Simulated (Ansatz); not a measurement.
**The chlorine atom (doublet): wave-function methods side by side, 6-31G**

One table from this session's results is given with a row withheld; the runs are named, their logs left out.

The runs use Ansatz 0.2.0, Gaussian basis; 6-31G, core rule «outside noble gas», up to 5 orbitals frozen.

Plan: CCSD(T) on UHF; BCCD(T) on ROHF; CISD; CCSDT(Q) on ROHF; CCSDT(Q) on UHF; CISDTQ; CCSDTQ on ROHF; CCSDTQ on UHF; CASSCF and MRCISD+Q, 7 electrons in 4 orbitals; CASSCF and MRCISD+Q(relaxed), 7 electrons in 4 orbitals; CASSCF and NEVPT4(SD), 7 electrons in 4 orbitals; CASSCF and NEVPT2, 7 electrons in 4 orbitals.

### The atom

A free atom, in its lowest state of this spin that the program finds.

1 atom, charge 0, spin multiplicity 2.

Set-up of the first run:

in.yaml

```yaml
crystal:
  periodic: [false, false, false]
  atoms:
    - {symbol: Cl, position_ang: [0.000000, 0.000000, 0.000000]}
basis:
  gaussian: {orbitals: 6-31G}
magnetization: {spin_polarized: true, initial_magnetization: 1}
correlation: {method: ccsd_t, electrons: outside_noble_gas}
```

Started as:

```
> ansatz run in.yaml --threads 1 --pin off --events-out ev --progress --plain --max-ram 2393MiB
```

Steps of the session up to this table: CCSD(T) on UHF; BCCD(T) on ROHF; CISD; CCSDT(Q) on ROHF; CCSDT(Q) on UHF; CISDTQ; CCSDTQ on ROHF; CCSDTQ on UHF; CASSCF and MRCISD+Q, 7 electrons in 4 orbitals; CASSCF and MRCISD+Q(relaxed), 7 electrons in 4 orbitals; CASSCF and NEVPT4(SD), 7 electrons in 4 orbitals; CASSCF and NEVPT2, 7 electrons in 4 orbitals.

One table of the session follows, with a row left open; its other results are not shown here.

It belongs to the step «Misses and costs». 

| method | from UCCSDTQ (meV) |
| --- | --- |
| UHF | +841.3 |
| UMP2 | +153.8 |
| UCCSD | +8.9 |
| UCCSD(T) | +1.1 |
| BCCD(T) | +1.4 |
| UCCSDT | -0.7 |
| UCCSDT(Q) | ? |
| UCCSDTQ | 0 |
| CASSCF valence | +845.9 |
| NEVPT2 valence | +278.1 |
| NEVPT4(SD) valence | +41.2 |
| MRCISD valence | +18.9 |
| MRCISD+Q valence | +5.9 |
| MRCISD+Q(relaxed) valence | +5.9 |

**Question.** Estimate the row for UCCSDT(Q).

As computed: from UCCSDTQ (meV): -0.1. In the column «from UCCSDTQ (meV)» it lies between UCCSDT (-0.7) and UCCSDTQ (0).

Not comparable, so not listed: CISD; CCSDTQ on ROHF (they don't share determinant, frozen orbitals or solution with the rows shown, or repeat one).
